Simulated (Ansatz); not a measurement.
A made-up structure of CH₃OSi (charge -1), closed shell:

```tsv
atom	x (Å)	y (Å)	z (Å)
C1	-1.1036	-0.7098	0.1568
O2	0.4277	-1.2013	0.0685
Si3	0.2964	0.4414	0.1793
H4	-1.4525	-0.7754	-0.8983
H5	1.0215	1.1494	-0.9410
H6	-1.8510	-0.5718	0.8957
```

It is relaxed with PBE-D4/def2-SVPD and then PBE0-D4/def2-TZVPD (Ansatz 0.2.0). Atoms count as bonded within 1.22 times the sum of their covalent radii (H–H: 0.88 Å). The end point is not checked to be a true minimum.

Question: Does its bonding change? (Judge from chemistry; the calculation decides.)

Answer: Computed: No: no bond forms or breaks.

Where it ends: The first stage lowers the energy by 1.98 eV in 9 steps. It ends as CH₃OSi ([CH2]1[O][SiH]1), total charge -1:
```xyz
6
angstrom
C -1.0107 -0.5411 0.0485
O 0.2501 -1.1830 0.2156
Si 0.4816 0.5588 0.4121
H -1.4255 -0.6489 -0.9603
H 0.7867 0.9449 -1.0770
H -1.7437 -0.7982 0.8222
```

Labels in which every atom is bracketed show which atoms are joined, not bond orders.

For scale, one of the runs: PBE0-D4/def2-TZVPD relaxation, 147 basis functions, launched by `ansatz run in.yaml --threads 2 --pin off --events-out ev --progress --plain --max-ram 4352MiB`. The run took about 18 s on 2 CPU threads of an Arm Neoverse V1 (shared host).
